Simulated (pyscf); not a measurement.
Four-centre exchange: H₂N–SiH₂–F + HF -> H₂N–SiH₂–F + HF

Gas phase, singlet surface, charge 0. Bonds broken: Si2–F8, F3–H9. Bonds formed: Si2–F3, F8–H9. Optimised with ωB97X-D3(BJ)/def2-SVP in PySCF. Correlated levels are frozen-core, on RHF or UHF. ΔMP2 is the change of the MP2 total energy from the triple- to the quadruple-zeta basis.

Transition state (Å):

```xyz
9

N     -0.1703     0.4842    -0.9012
Si    -0.4869    -0.2184     0.6184
F     -1.2267     1.4054     1.1988
H     -0.6400     1.3079    -1.2574
H      0.5215     0.0962    -1.5300
H      0.5734    -1.2717     0.6337
H     -1.7491    -0.9073     0.9795
F      0.3064     0.4009     2.3145
H     -0.4031     1.1681     2.1042
```

One imaginary mode, 447i cm⁻¹; descent along it reached the two sides named, in the forms told below.

| bond | change | reactant side (Å) | saddle | product side |
|---|---|---|---|---|
| Si2–F8 | breaks | 1.666 | 1.972 | 3.0 |
| F3–H9 | breaks | 0.935 | 1.247 | 1.761 |
| Si2–F3 | forms | 3.0 | 1.876 | 1.664 |
| F8–H9 | forms | 1.754 | 1.066 | 0.933 |

Electronic energies relative to the separated reactants (kcal/mol):

```
level                             barrier  reaction energy  reverse barrier
--------------------------------  -------  ---------------  ---------------
ωB97X-D3(BJ)/def2-TZVP               23.5              0.0             23.5
PBE/def2-TZVP                        18.9              0.0             18.9
r²SCAN/def2-TZVP                     20.3              0.0             20.3
B3LYP-D3(BJ)/def2-TZVP               23.5              0.0             23.5
PBE0-D3(BJ)/def2-TZVP                21.8              0.0             21.8
M06-2X/def2-TZVP                     23.7              0.0             23.7
ωB97M-D3(BJ)/def2-TZVP               22.8              0.0             22.8
HF/def2-TZVP                         39.9              0.0             39.9
MP2/def2-QZVPP                       25.3              0.0             25.3
CCSD/def2-TZVPP                      28.1              0.0             28.1
CCSD(T)/def2-TZVPP                   25.7              0.0             25.7
CCSD(T)/def2-TZVPP + ΔMP2(QZVPP)     26.0              0.0             26.0
```

With CCSD(T)/def2-TZVPP + ΔMP2(QZVPP) energies and thermal terms (ideal gas, 1 atm, RRHO with modes under 100 cm⁻¹ raised to 100, one conformer, R ln 2 for chiral ones without a mode under 150 cm⁻¹), in kcal/mol:

| T (K) | ΔH‡ | ΔG‡ | ΔH | ΔG |
|---|---|---|---|---|
| 298 | 25.9 | 36.4 | 0.0 | 0.0 |
| 600 | 25.3 | 47.4 | 0.0 | 0.0 |
| 900 | 25.3 | 58.4 | 0.0 | 0.0 |
| 1200 | 25.6 | 69.4 | 0.0 | 0.0 |

On the reactant side the descent ends in a complex, 6.2 kcal/mol under the separated species and 29.7 kcal/mol under the saddle at ωB97X-D3(BJ)/def2-TZVP. On the product side the descent ends in a complex, 4.9 kcal/mol under the separated species and 28.4 kcal/mol under the saddle at ωB97X-D3(BJ)/def2-TZVP. The same reactants have a lower exit, to F–SiH₂–F + NH₃ (barrier +3.0 kcal/mol at ωB97M-D3(BJ)/def2-TZVP, against +22.8 kcal/mol here). One saddle was located; it need not be the lowest between these sides. The CCSD(T) − MP2 part came from Ansatz, without density fitting, on the same reference.
